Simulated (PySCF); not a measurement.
## Shifts of the heteroatoms

Cartesian coordinates in Å; atom numbers follow the order of the lines, from 1:
```xyz
12

C     1.0296   -0.7196   -0.1356
C     1.4407    0.5008    0.1692
O     0.6264    1.5736    0.3936
C    -0.7125    1.3283    0.2863
C    -1.2531    0.1574   -0.0100
C    -0.4258   -1.0700   -0.2717
H     1.7510   -1.5040   -0.2954
H     2.4792    0.7773    0.2742
H    -1.2843    2.2242    0.4777
H    -2.3248    0.0616   -0.0707
H    -0.6317   -1.4619   -1.2769
H    -0.6934   -1.8684    0.4334
```

All values are calculated (PySCF): J couplings at B3LYP/pcJ-1 (without the spin–dipole term), GFN2-xTB structure, PBE0/pcSseg-1 with gauge-including orbitals. One computed conformer, no solvent, fast rotation and ring inversion assumed for equivalent nuclei, non-relativistic Hamiltonian.

**Question.** Where does ¹⁷O resonate?

**Answer.** 
| atoms | environment | σ (ppm) | δ (ppm) |
| --- | --- | --- | --- |
| O3 | ether oxygen | 174.4 | 107.8 |

Shieldings were converted by a linear fit to measured shifts: ¹⁷O (scatter 10.7 ppm rms, 12.2 ppm with the 3 outliers that the fit left out vs liquid water, solution or neat liquid). A few per cent of atoms miss by over 2 rms, more outside the fitted compound classes. Couplings are scaled by factors fitted to measured values: ²J(H,H) × 0.95 (rms 1.3 Hz), ³J(H,H) × 0.92 (rms 0.5 Hz); all others are unscaled and can be 10–30 % off.

Couplings (the largest are listed; each averaged over equivalent pairs; quadrupolar broadening usually hides them): ¹J(C2,O3) = 27.2 Hz, ²J(O3,H8) = -24.1 Hz, ²J(C1,O3) = 4.0 Hz, ³J(O3,H7) = -2.3 Hz, ³J(O3,C6) = -2.2 Hz.

On a 400 MHz spectrometer ¹⁷O resonates near 54.2 MHz, so 1 ppm is 54.2 Hz.
